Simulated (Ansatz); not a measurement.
**AlPH (quartet): wB97M-V, B2PLYP over a scan of the distance Al1–P2, 6-31G**

How well do these functionals follow the top wave-function level for AlPH (quartet) over a scan of the distance Al1–P2?

Method: 6-31G, all electrons in the functionals, frozen cores in the correlation of double hybrids and RPA; program: Ansatz 0.2.0, Gaussian basis.

The runs, in order: wB97M-V, B2PLYP, at 1.898 Å; 2.119 Å; 2.392 Å; 2.644 Å; 2.918 Å; 3.313 Å; 3.839 Å; 4.403 Å; 5.255 Å; 6.410 Å; 7.939 Å.

**1. The geometry**

The geometry derives from a PBE0/def2-TZVP stationary point (not a proven minimum). One bond is set to the value named and the two fragments are kept rigid.

3 atoms, charge 0, spin multiplicity 4.

Atoms are counted from 1 here; the program's logs count them from 0.

Bond lengths: Al1–P2 2.392 Å, P2–H3 1.430 Å. Angles: Al1–P2–H3 98.4°.

No dispersion term is added; wB97M-V holds VV10 nonlocal correlation.

The geometry shown and the zero of energy belong to the point 2.392 Å. The yardstick, FCI, and other wave-function levels (R restricted, U unrestricted, valence and pair active spaces) come from earlier runs.

**2. wB97M-V, 1.898 Å**

File in.yaml:

```yaml
crystal:
  periodic: [false, false, false]
  atoms:
    - {symbol: Al, position_ang: [0.000000, 0.022696, 1.033065]}
    - {symbol: P, position_ang: [0.000000, -0.063397, -0.862982]}
    - {symbol: H, position_ang: [0.000000, 1.340615, -1.134873]}
basis:
  gaussian: {orbitals: 6-31G}
magnetization: {spin_polarized: true, initial_magnetization: 3}
hamiltonian: {xc: {name: wB97M-V}}
output: {orbitals: {seedname: orbitals}}
```

The run is started by

```sh
$ ansatz run in.yaml --threads 1 --pin off --events-out ev --progress --plain --max-ram 4096MiB --backend cpu
```

After this run come: wB97M-V, 2.119 Å; wB97M-V, 2.392 Å; wB97M-V, 2.644 Å; wB97M-V, 2.918 Å; wB97M-V, 3.313 Å; wB97M-V, 3.839 Å; wB97M-V, 4.403 Å; wB97M-V, 5.255 Å; wB97M-V, 6.410 Å; wB97M-V, 7.939 Å; B2PLYP, 1.898 Å; B2PLYP, 2.119 Å; B2PLYP, 2.392 Å; B2PLYP, 2.644 Å; B2PLYP, 2.918 Å; B2PLYP, 3.313 Å; B2PLYP, 3.839 Å; B2PLYP, 4.403 Å; B2PLYP, 5.255 Å; B2PLYP, 6.410 Å; B2PLYP, 7.939 Å.

**Question.** What will the summary of the whole plan be? Wanted: span of the FCI curve; largest miss, wB97M-V; largest miss, B2PLYP.

**Answer**, as computed:

| quantity | value |
| --- | --- |
| span of the FCI curve | 2.799 eV |
| largest miss, wB97M-V | -0.282 eV (1.898 Å) |
| largest miss, B2PLYP | +0.162 eV (4.403 Å) |

What this shows: Of the functionals, B2PLYP keep the smallest largest miss at the points compared (at most 0.162 eV) and wB97M-V strays most (0.282 eV, at 1.898 Å). Functionals and the yardstick converge differently with the basis, so part of each miss in 6-31G is the basis.
